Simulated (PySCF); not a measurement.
Molecule (SMILES): N#C (CH-N).
Geometry (B3LYP-D3(BJ)/def2-TZVP, fixed):
```xyz
3

C      0.0000     0.0000    -0.4969
N      0.0000     0.0000     0.6493
H      0.0000     0.0000    -1.5636
```

How fast the isotropic shielding of H3 converges with the basis for several methods (PySCF): deviation from each method's own reference, in ppm. References: HF 29.05 ppm, the value in pcSseg-3; PBE 29.01 ppm, the value in pcSseg-3; PBE0 29.00 ppm, the value in pcSseg-3. All functions are spherical. Core-valence sets carry the plain set on hydrogen. No added dispersion term, no relativity. GIAO; atoms are numbered in the order shown.

```csv
basis,functions,HF,PBE,PBE0
def2-SV(P),30,1.04,1.40,[?]
def2-SVP,33,0.54,0.70,[?]
6-311G**,42,0.54,0.56,[?]
"6-311++G(2d,2p)",64,0.02,0.07,[?]
def2-TZVPD,83,0.20,0.17,[?]
def2-TZVPPD,91,0.03,0.00,[?]
"6-311++G(3df,3pd)",96,0.04,0.05,[?]
cc-pCVTZ,100,0.14,0.16,[?]
aug-cc-pVTZ,115,0.08,0.05,[?]
cc-pVQZ,140,0.08,0.07,[?]
def2-QZVPP,144,0.06,0.05,[?]
def2-QZVPPD,159,0.05,0.04,[?]
```

Task: What belongs in the gaps?

Result: 
- def2-SV(P), PBE0: 1.28
- def2-SVP, PBE0: 0.64
- 6-311G**, PBE0: 0.53
- 6-311++G(2d,2p), PBE0: 0.06
- def2-TZVPD, PBE0: 0.18
- def2-TZVPPD, PBE0: 0.00
- 6-311++G(3df,3pd), PBE0: 0.05
- cc-pCVTZ, PBE0: 0.15
- aug-cc-pVTZ, PBE0: 0.05
- cc-pVQZ, PBE0: 0.06
- def2-QZVPP, PBE0: 0.05
- def2-QZVPPD, PBE0: 0.04

Mean absolute deviation over 6-311G**, 6-311++G(2d,2p), def2-TZVPD, def2-TZVPPD, 6-311++G(3df,3pd), cc-pCVTZ, aug-cc-pVTZ: PBE0 0.14, HF 0.15, PBE 0.15 ppm.
